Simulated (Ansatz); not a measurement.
Computed with Ansatz on PBE0-D4/def2-TZVP structures; ΔE is electronic, products minus reactants. CCSD(T)/CBS adds triple-zeta CCSD(T) − MP2 to the extrapolated MP2 energy (def2 sets, frozen cores). This one scheme is used for every species, atoms too. Open shells (•) are unrestricted, without spin–orbit coupling. Spin–orbit coupling would lower the free atoms: a little for C, O, S.

Reaction (atomization): `O=S1(=O)C=CC1` → 3 C• + 4 H• + 2 O• + S•

`O=S1(=O)C=CC1`:

Cartesian coordinates in Å:
```
O 2.128 0.381 0.569
S 0.908 0.685 -0.118
O 0.782 1.925 -0.824
C 0.236 -0.695 -0.998
C -0.786 -0.826 -0.155
C -0.574 0.272 0.856
H 0.560 -1.214 -1.888
H -1.596 -1.544 -0.169
H -0.339 -0.053 1.871
H -1.318 1.069 0.858
```

```json
{"species": "`O=S1(=O)C=CC1`", "CCSD(T)/CBS(def2) energy (Eh)": "-664.61107"}
{"species": "C•", "CCSD(T)/CBS(def2) energy (Eh)": "-37.79194"}
{"species": "H•", "CCSD(T)/CBS(def2) energy (Eh)": "-0.50000"}
{"species": "O•", "CCSD(T)/CBS(def2) energy (Eh)": "-75.00631"}
{"species": "S•", "CCSD(T)/CBS(def2) energy (Eh)": "-397.67955"}
```

(1) Work out ΔE.

Largest T1 diagnostic among the species: 0.017.

## Answers

(1) ΔE = 4 × (-0.50000) + 3 × (-37.79194) + 2 × (-75.00631) + (-397.67955) − (-664.61107) = 1.54308 Eh = +41.99 eV.

Leaving LDA and LC-ωPBE aside and taking each functional with its dispersion term where it has one, the values, not all of them listed here, spread over 4.39 eV, from BHLYP-D4 to PBE-D4. LDA lies +6.64 eV from PBE without D4, its usual overbinding. At CCSD(T), def2-SVP lies −4.43 eV from the extrapolated value and def2-TZVPP −1.52 eV: correlation converges slowly with the basis, and small sets miss more of it in the bonded molecule than in its fragments. In def2-TZVPP, CCSD(T) changes the Hartree–Fock value by +12.94 eV (the triples alone add +1.08 eV) and MP2 by +14.63 eV; breaking electron pairs costs correlation energy, which Hartree–Fock lacks.

For atomizations the MP2-based limit and the directly extrapolated one differ by several kJ/mol either way, and by 10 to 25 for some Ge, Se and Sn compounds, so smaller differences from it don't rank the levels.
